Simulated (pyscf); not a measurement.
H₃C–SiH(Cl)–Cl + hydrogen chloride (HCl) → H₃C–SiH(Cl)–Cl + hydrogen chloride (HCl) (four-centre exchange; singlet surface; Cl–Si, Cl–H broken, Cl–Si, Cl–H formed). PySCF, gas phase, ωB97X-D3(BJ)/def2-SVP geometries. Energies in kcal/mol from the separated reactants.

```json
[
 {"level": "ωB97X-D3(BJ)/def2-TZVP", "barrier": "?", "reaction energy": "0.0"},
 {"level": "PBE/def2-TZVP", "barrier": "?", "reaction energy": "0.0"},
 {"level": "B3LYP-D3(BJ)/def2-TZVP", "barrier": "33.5", "reaction energy": "0.0"},
 {"level": "PBE0-D3(BJ)/def2-TZVP", "barrier": "31.4", "reaction energy": "0.0"},
 {"level": "M06-2X/def2-TZVP", "barrier": "35.2", "reaction energy": "0.0"},
 {"level": "HF/def2-TZVP", "barrier": "56.1", "reaction energy": "0.0"}
]
```

Task: Fill in the missing entries.

Result: 
- ωB97X-D3(BJ)/def2-TZVP, barrier: 34.2
- PBE/def2-TZVP, barrier: 29.2

The functionals in the table span 6.0 kcal/mol in this barrier, from PBE to M06-2X. One saddle was located; it need not be the lowest between these sides.
